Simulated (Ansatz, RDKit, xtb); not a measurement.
# C3H4N2O: which of the isomers drawn lies lowest?

A sample of isomers of C3H4N2O is drawn. Aim: find which of them has the lowest free energy at 298.15 K, then its properties. The sample is small against all isomers, and the most stable one of this formula need not be in it.

Plan: many cheap relaxations first (GFN2-xTB), then density-functional screening, relaxation at PBE-D3(BJ)/def2-SVP, vibrations and a final energy. The numbers are computed, not measured.

### Step 1. Drawing up candidates

Isomers were taken from a list of plausible structures; this is a sample, not all of them. That gives 7 candidates.

```csv
label,SMILES,spin
c237,Nc1cnco1,singlet
c264,N=Cc1co[nH]1,singlet
c379,Cc1nnco1,singlet
c458,Cc1ncon1,singlet
c526,Cc1conn1,singlet
c621,COC(=N)C#N,singlet
c890,C=N/C=N/C=O,singlet
```

Candidates are built by distance geometry, with a force field where one applies, in up to four conformers (letters a to d).

**Question.** With final energies at CCSD(T)/def2-SVP + MP2/def2-TZVPP - MP2/def2-SVP, which structure will this search put lowest in free energy, and by what margin?

| quantity | value |
| --- | --- |
| lowest structure found | Nc1cnco1, singlet, C1 |
| next finalist | Cc1nnco1, singlet, 3.9 kcal/mol higher in G |
| share at equilibrium, among the finalists | 99.9 % |
| harmonic wavenumbers, lowest and highest (PBE-D3(BJ)/def2-SVP) | 196 and 3587 cm⁻¹ |
| rotational constants, same geometry | 0.3141, 0.1236, 0.08897 cm⁻¹ |

The lowest structure found is `Nc1cnco1`. Among the finalists first place is clear (3.9 kcal/mol); structures outside the list aren't covered. GFN2-xTB, r2SCAN-D4/def2-SVP, PBE-D3(BJ)/def2-SVP, HF/def2-SVP and MP2/def2-SVP already put its bonding pattern lowest among the structures in one piece; HF/STO-3G favours the singlet Cc1nnco1. The search is not exhaustive (a finite list of starts, one conformer a finalist), so a lower isomer can't be ruled out. Only 7 drawn patterns were tried, so whole families of isomers are missing, and the result ranks this sample alone. The lowest isomer need not be the one that is made and kept in a bottle, which depends on barriers.
